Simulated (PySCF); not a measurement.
# NaAl⁺ from Hartree–Fock to correlated methods

State: ²Σ⁺ (doublet), unpaired electrons σ ↑. Set-up: Na aug-cc-pVDZ, Al aug-cc-pV(D+d)Z; no relativity (PySCF 2.14). De refers to Na⁺ + Al in their high-spin ground configurations, without counterpoise correction. The functionals are run spin-unrestricted. A positive dipole points towards Al; it is taken about the centre of mass and depends on that origin.

```csv
Level,Re (Å),ωe (cm⁻¹),De (eV),μ (D),"CPU s a point (SCF and correlation, without the integrals)"
UHF,3.458,132,0.85,-4.55,0.24
UHF-MP2,3.449,132,0.83,n/a,0.38
UHF-SCS-MP2,3.449,132,0.83,n/a,n/a
UHF-CCSD,3.445,133,0.81,n/a,n/a
UHF-CCSD(T),3.444,134,0.81,n/a,6.5
PBE,3.421,126,1.03,-3.48,0.54
PW91,3.410,128,1.05,-3.52,0.38
r²SCAN,3.418,131,0.91,-4.20,0.69
B3LYP,3.405,128,1.01,-3.55,0.71
PBE0,3.389,133,0.98,-3.83,1.2
BHandHLYP,3.359,137,0.98,-3.82,0.48
ωB97X,3.343,143,0.82,-4.67,0.9
```

(1) Which functional lies closest to UHF-CCSD(T) in De, which farthest, and by how much do they differ from it?

(2) What does the step from GGA to meta-GGA do here, going from PBE to r²SCAN?

(3) What does second-order correlation do here, going from UHF to UHF-MP2?

Correlated steps freeze 6 core orbitals. Correlated levels converge slowly with the basis: in double zeta they bind strong bonds too weakly, by up to about 1 eV, and carry superposition errors of some tenths. For an ion De counts to the pair picked by the measured ionisation energies or electron affinities, which need not be the lowest pair at this level. The state was picked by a PBE0 search and need not be the measured ground state.

The whole job (state search and all levels along the bond) took about 2.4 min on 1 thread of Intel Xeon Platinum 8259CL @ 2.50GHz (shared host), peak memory 0.91 GiB.

Results:

(1) Closest is ωB97X (-10.1 pm in Re, +6.7 % in ωe, +0.01 eV in De against UHF-CCSD(T) in the same basis), farthest PW91 (-3.4 pm in Re, -4.5 % in ωe, +0.24 eV in De). CCSD(T) converges more slowly with the basis than the functionals do and binds too weakly in this one, so the order can change at the basis-set limit.

(2) r²SCAN less PBE: -0.3 pm in Re, +4.0 % in ωe, -0.12 eV in De. 

(3) UHF-MP2 less UHF: -0.9 pm in Re, +0.0 % in ωe, -0.02 eV in De. The bond shortens, as in weak, metallic or heavy-atom bonds, where dispersion and the correlation of outer-core electrons pull the atoms together.
